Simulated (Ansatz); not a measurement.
**Nudged elastic band run: C$_{3}$H$_{4}$O**

Input:

```yaml
crystal:
  periodic: [false, false, false]
  atoms:
    - { symbol: O, position_ang: [-0.86332, 1.52734, -0.819756] }
    - { symbol: C, position_ang: [-0.180966, 0.547059, -0.101932] }
    - { symbol: C, position_ang: [0.55214, 0.250863, 0.962167] }
    - { symbol: C, position_ang: [0.238467, -0.912419, 0.007095] }
    - { symbol: H, position_ang: [-1.236095, 0.992143, -1.62585] }
    - { symbol: H, position_ang: [1.058853, 0.535528, 1.888316] }
    - { symbol: H, position_ang: [1.030362, -1.313614, -0.661072] }
    - { symbol: H, position_ang: [-0.50714, -1.6841, 0.295132] }
basis:
  gaussian: { orbitals: STO-3G }
hamiltonian:
  xc: pbe
  dispersion: d4
neb:
  order_check: false
  images: 5
  f_tol: 0.03
  max_iterations: 60
  final_atoms:
    - { symbol: O, position_ang: [-0.63266282, 0.82680714, -0.83735818] }
    - { symbol: C, position_ang: [-0.16256482, 0.31485966, 0.52494676] }
    - { symbol: C, position_ang: [1.02627333, 0.38550164, -0.48952044] }
    - { symbol: C, position_ang: [0.33526379, -0.99588362, -0.00565435] }
    - { symbol: H, position_ang: [-0.54683585, 1.86299142, -0.74093254] }
    - { symbol: H, position_ang: [-0.59139079, 0.736337, 1.45314039] }
    - { symbol: H, position_ang: [-0.30550434, -1.6213343, -0.65382728] }
    - { symbol: H, position_ang: [0.9697225, -1.56647893, 0.69330563] }
  initial_path:
    images:
      - { positions_ang: [[-0.86332, 1.52734, -0.819756], [-0.180966, 0.547059, -0.101932], [0.55214, 0.250863, 0.962167], [0.238467, -0.912419, 0.007095], [-1.236095, 0.992143, -1.62585], [1.058853, 0.535528, 1.888316], [1.030362, -1.313614, -0.661072], [-0.50714, -1.6841, 0.295132]] }
      - { positions_ang: [[-0.64773523, 1.39780164, -0.83093218], [-0.23902588, 0.43106389, -0.03993956], [0.57622807, 0.15900836, 0.94717515], [0.27197911, -0.97484327, 0.01475372], [-1.18236412, 1.23241291, -1.34248187], [0.73688619, 0.76923473, 1.5449973], [0.99846693, -1.31536829, -0.70425136], [-0.42213406, -1.75650997, 0.3547788]] }
      - { positions_ang: [[-0.43215046, 1.26826328, -0.84210836], [-0.29708577, 0.31506877, 0.02205289], [0.60031613, 0.06715372, 0.93218329], [0.30549122, -1.03726753, 0.02241243], [-1.12863324, 1.47268282, -1.05911375], [0.41491938, 1.00294147, 1.20167861], [0.96657186, -1.31712258, -0.74743072], [-0.33712812, -1.82891995, 0.4144256]] }
      - { positions_ang: [[-0.21656569, 1.13872492, -0.85328453], [-0.35514565, 0.19907366, 0.08404533], [0.6244042, -0.02470092, 0.91719144], [0.33900333, -1.0996918, 0.03007115], [-1.07490236, 1.71295273, -0.77574562], [0.09295257, 1.2366482, 0.85835991], [0.93467679, -1.31887687, -0.79061008], [-0.25212218, -1.90132992, 0.4740724]] }
      - { positions_ang: [[-0.35526473, 1.03475233, -0.84797575], [-0.29095204, 0.23766899, 0.23101247], [0.75836058, 0.11203327, 0.44828748], [0.33775682, -1.06508907, 0.01816265], [-0.89888019, 1.76296562, -0.76414126], [-0.13516189, 1.0698778, 1.05662007], [0.52128308, -1.41969601, -0.74501581], [0.15515938, -1.78971292, 0.54715015]] }
      - { positions_ang: [[-0.49396378, 0.93077973, -0.84266696], [-0.22675843, 0.27626432, 0.37797962], [0.89231695, 0.24876745, -0.02061648], [0.3365103, -1.03048635, 0.00625415], [-0.72285802, 1.81297852, -0.7525369], [-0.36327634, 0.9031074, 1.25488023], [0.10788937, -1.52051516, -0.69942155], [0.56244094, -1.67809592, 0.62022789]] }
      - { positions_ang: [[-0.63266282, 0.82680714, -0.83735818], [-0.16256482, 0.31485966, 0.52494676], [1.02627333, 0.38550164, -0.48952044], [0.33526379, -0.99588362, -0.00565435], [-0.54683585, 1.86299142, -0.74093254], [-0.59139079, 0.736337, 1.45314039], [-0.30550434, -1.6213343, -0.65382728], [0.9697225, -1.56647893, 0.69330563]] }
```

Launched with:

```bash
$ ansatz run input.yaml --threads 1 --pin off --max-ram 2048MiB --backend cpu --events-out ev --progress --plain --runs-dir out
```

Output, in part (warnings, iteration lines, the closing report on the highest movable image, with atoms numbered from 0):

```
NEB end point (image 0): max|allowed force component| = 1.837e-2 eV/Å (the criterion of neb.relax_end_points is 1.000e-2)
NEB end point (image 6): max|allowed force component| = 7.547e-3 eV/Å (the criterion of neb.relax_end_points is 1.000e-2)
NEB iter   1: max|band force component| = 4.990e1 eV/Å  barrier→ = 18.7697 eV  barrier← = 16.6210 eV  Δτ_max = 0.2000 Å  (170 SCF iters)
NEB iter   2: max|band force component| = 1.574e1 eV/Å  barrier→ = 7.9672 eV  barrier← = 5.8184 eV  Δτ_max = 0.2000 Å  (162 SCF iters)
NEB iter   3: max|band force component| = 7.496e0 eV/Å  barrier→ = 5.1016 eV  barrier← = 2.9528 eV  Δτ_max = 0.1997 Å  (145 SCF iters)
NEB iter   4: max|band force component| = 2.850e0 eV/Å  barrier→ = 4.3073 eV  barrier← = 2.1585 eV  Δτ_max = 0.1965 Å  (158 SCF iters)
NEB iter   5: max|band force component| = 2.281e0 eV/Å  barrier→ = 3.7536 eV  barrier← = 1.6048 eV  Δτ_max = 0.2000 Å  (150 SCF iters)
NEB iter   6: max|band force component| = 2.117e0 eV/Å  barrier→ = 4.0358 eV  barrier← = 1.8870 eV  Δτ_max = 0.0974 Å  (150 SCF iters)
NEB iter   7: max|band force component| = 2.397e0 eV/Å  barrier→ = 3.8254 eV  barrier← = 1.6766 eV  Δτ_max = 0.0496 Å  (148 SCF iters)
NEB iter   8: max|band force component| = 1.580e0 eV/Å  barrier→ = 3.6603 eV  barrier← = 1.5115 eV  Δτ_max = 0.0991 Å  (136 SCF iters)
NEB iter   9: max|band force component| = 9.405e-1 eV/Å  barrier→ = 3.5184 eV  barrier← = 1.3696 eV  Δτ_max = 0.1886 Å  (141 SCF iters)
NEB iter  10: max|band force component| = 1.972e0 eV/Å  barrier→ = 3.4230 eV  barrier← = 1.2742 eV  Δτ_max = 0.0961 Å  (145 SCF iters)
NEB iter  11: max|band force component| = 1.433e0 eV/Å  barrier→ = 3.2708 eV  barrier← = 1.1220 eV  Δτ_max = 0.0954 Å  (137 SCF iters)
NEB iter  12: max|band force component| = 1.148e0 eV/Å  barrier→ = 3.1744 eV  barrier← = 1.0256 eV  Δτ_max = 0.0984 Å  (136 SCF iters)
NEB iter  13: max|band force component| = 1.039e0 eV/Å  barrier→ = 3.0990 eV  barrier← = 0.9502 eV  Δτ_max = 0.0983 Å  (141 SCF iters)
NEB iter  14: max|band force component| = 9.667e-1 eV/Å  barrier→ = 3.0302 eV  barrier← = 0.8815 eV  Δτ_max = 0.0968 Å  (138 SCF iters)
NEB iter  15: max|band force component| = 1.225e0 eV/Å  barrier→ = 3.0060 eV  barrier← = 0.8572 eV  Δτ_max = 0.1963 Å  (137 SCF iters)
NEB iter  16: max|band force component| = 1.207e0 eV/Å  barrier→ = 3.2515 eV  barrier← = 1.1028 eV  Δτ_max = 0.1708 Å  (146 SCF iters)
NEB iter  17: max|band force component| = 1.701e0 eV/Å  barrier→ = 3.4911 eV  barrier← = 1.3423 eV  Δτ_max = 0.0835 Å  (147 SCF iters)
NEB iter  18: max|band force component| = 1.507e0 eV/Å  barrier→ = 3.3699 eV  barrier← = 1.2212 eV  Δτ_max = 0.0843 Å  (140 SCF iters)
NEB iter  19: max|band force component| = 4.000e-1 eV/Å  barrier→ = 3.3325 eV  barrier← = 1.1837 eV  CI = image 2  Δτ_max = 0.1684 Å  (138 SCF iters)
NEB iter  20: max|band force component| = 2.464e-1 eV/Å  barrier→ = 3.3394 eV  barrier← = 1.1906 eV  CI = image 2  Δτ_max = 0.1652 Å  (151 SCF iters)
NEB iter  21: max|band force component| = 2.509e-1 eV/Å  barrier→ = 3.3377 eV  barrier← = 1.1889 eV  CI = image 2  Δτ_max = 0.0835 Å  (144 SCF iters)
NEB iter  22: max|band force component| = 1.614e-1 eV/Å  barrier→ = 3.3373 eV  barrier← = 1.1885 eV  CI = image 2  Δτ_max = 0.0198 Å  (134 SCF iters)
NEB iter  23: max|band force component| = 6.515e-2 eV/Å  barrier→ = 3.3373 eV  barrier← = 1.1885 eV  CI = image 2  Δτ_max = 0.0054 Å  (123 SCF iters)
NEB iter  24: max|band force component| = 1.885e-2 eV/Å  barrier→ = 3.3373 eV  barrier← = 1.1885 eV  CI = image 2  Δτ_max = 0.0000 Å  (252 SCF iters)
Total energy: -5143.43968115 eV, -189.0179219336 hartree
Atom 0 at    -0.503686     1.518571    -0.818722 Å, force    -0.000708    -0.003405    -0.000165 eV/Å
Atom 1 at     0.083843     0.528262    -0.012151 Å, force     0.000858     0.005031    -0.000500 eV/Å
Atom 2 at     1.318154     0.145281     0.739465 Å, force     0.000360    -0.000489     0.000766 eV/Å
Atom 3 at     0.268271    -0.956107     0.076933 Å, force    -0.002300    -0.001110     0.000579 eV/Å
Atom 4 at    -1.370986     1.052609    -1.153966 Å, force     0.001120    -0.000103     0.000460 eV/Å
Atom 5 at    -0.002675     0.702248     1.236971 Å, force     0.000432    -0.001847    -0.001190 eV/Å
Atom 6 at     0.714624    -1.462090    -0.794225 Å, force    -0.000304     0.001906    -0.000036 eV/Å
Atom 7 at    -0.415245    -1.585974     0.669794 Å, force     0.000541     0.000017     0.000086 eV/Å
Dipole moment:    -0.622231    -0.050580    -0.226366 e Å
```

The forces met the threshold. Neighbouring images differ by up to 2.4 eV, so the band resolves the path poorly. A vibrational analysis at the climbing image gives one clearly imaginary mode, 806i cm⁻¹: a first-order saddle point. The orbitals stay closed-shell, which can raise the energy where a bond breaks towards radicals; this wasn't checked here. Limits of this set-up: minimal basis.

Final band (atoms are numbered from 1 in the order of the input):

| image | path coordinate (Å) | energy (eV) | C3–H6 (Å) | C2–H6 (Å) |
| --- | --- | --- | --- | --- |
| 0 | 0.00 | 0.00 | 1.09 | 2.34 |
| 1 | 0.92 | 0.95 | 1.10 | 2.01 |
| 2 | 1.84 | 3.34 | 1.52 | 1.26 |
| 3 | 2.63 | 2.89 | 2.19 | 1.12 |
| 4 | 3.42 | 2.88 | 2.32 | 1.11 |
| 5 | 4.21 | 2.67 | 2.45 | 1.11 |
| 6 | 5.00 | 2.15 | 2.55 | 1.11 |

The run took 2.1 min on 1 thread of Arm Neoverse V1 (shared host), peak memory 0.08 GiB.
